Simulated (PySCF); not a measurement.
Molecule: `Cn1nccn1`, C3H5N3.

Numbering as in the mapped SMILES `[CH3:1][n:2]1[n:3][cH:4][cH:5][n:6]1`. Hydrogens are named by the atom that carries them.

Geometry PBE0-D3(BJ)/def2-SVP throughout; GIAO in PySCF, gas phase, one conformer, non-relativistic; equivalent atoms averaged; functional PBE0.

For orientation, 6-31G gives these absolute shieldings σ: C4/C5 69.4, C1 158.1, N3/N6 -72.5, N2 24.5, H(C4)/H(C5) 25.03, H(C1) 28.46 ppm.

A run gave: C4/C5 63.4, C1 153.9, N3/N6 -68.2, N2 21.0, H(C4)/H(C5) 24.26, H(C1) 27.52 ppm (absolute shieldings σ).

Q: Which basis set was used in that run?
A. 6-31G*
B. def2-SVP
C. def2-TZVP
D. 6-311+G(2d,p)

A: B. C4/C5 tells them apart best: def2-SVP gives 63.4, def2-TZVP gives 49.3, 6-31G* gives 67.2, 6-311+G(2d,p) gives 50.4 ppm.
